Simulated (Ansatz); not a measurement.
Geometry optimisation, UKS B3LYP-D4/def2-mTZVP (Ansatz).

Input:

```yaml
crystal:
  periodic: [false, false, false]
  atoms:
    - { symbol: C, position_ang: [-0.8821, 0.5379, -1.0451] }
    - { symbol: Si, position_ang: [0.533, 0.1161, -0.1393] }
    - { symbol: "N", position_ang: [0.0496, -1.0423, 0.9894] }
    - { symbol: H, position_ang: [-1.4777, -0.1779, -1.4929] }
    - { symbol: H, position_ang: [-1.1714, 1.6194, -1.2098] }
    - { symbol: H, position_ang: [-0.3343, -1.52651, 0.15289] }
    - { symbol: H, position_ang: [1.6037, -0.474, -0.9932] }
    - { symbol: H, position_ang: [0.9349, -1.2871, 1.5464] }
    - { symbol: H, position_ang: [-0.5726, -0.6119, 1.6982] }
magnetization:
  spin_polarized: true
  initial_magnetization: 1
basis:
  gaussian: { orbitals: def2-mTZVP }
hamiltonian:
  xc: b3lyp
  dispersion: d4
relax:
  f_tol: 0.02
  max_steps: 50
```

Command:

```bash
$ ansatz run input.yaml --threads 2 --pin off --max-ram 3072MiB --backend cpu --events-out ev --progress --plain --runs-dir out
```

Q: Where does it end, and by what steps?

A: The forces met the threshold. After 12 steps the energy has fallen by 2.700 eV; H4 moved furthest, 1.32 Å.

```tsv
step	energy less start (eV)	largest force component (eV/Å)	accepted
0	0.0000	6.787	yes
1	-1.5975	3.658	yes
2	-2.3509	1.244	yes
3	-2.4142	1.718	yes
4	-2.5497	0.634	yes
5	-2.5929	0.296	yes
6	-2.6183	0.195	yes
7	-2.6368	0.903	yes
8	-2.6734	0.360	yes
9	-2.6837	0.304	yes
10	-2.6957	0.074	yes
11	-2.6995	0.029	yes
12	-2.6997	0.010	yes
```

```xyz
9
Properties=species:S:1:pos:R:3
C -0.932 0.604 -1.074
Si 0.551 0.586 -0.012
N 0.130 -1.183 0.939
H -1.935 0.755 -0.676
H -0.848 0.957 -2.100
H -0.118 -1.896 0.255
H 1.592 -0.087 -0.887
H 0.910 -1.518 1.501
H -0.667 -1.064 1.562
```

Whether the end is a true minimum wasn't checked by a vibrational analysis.

Time of the run: 33 s on 2 threads of Arm Neoverse V1 (shared host), peak memory 0.18 GiB.
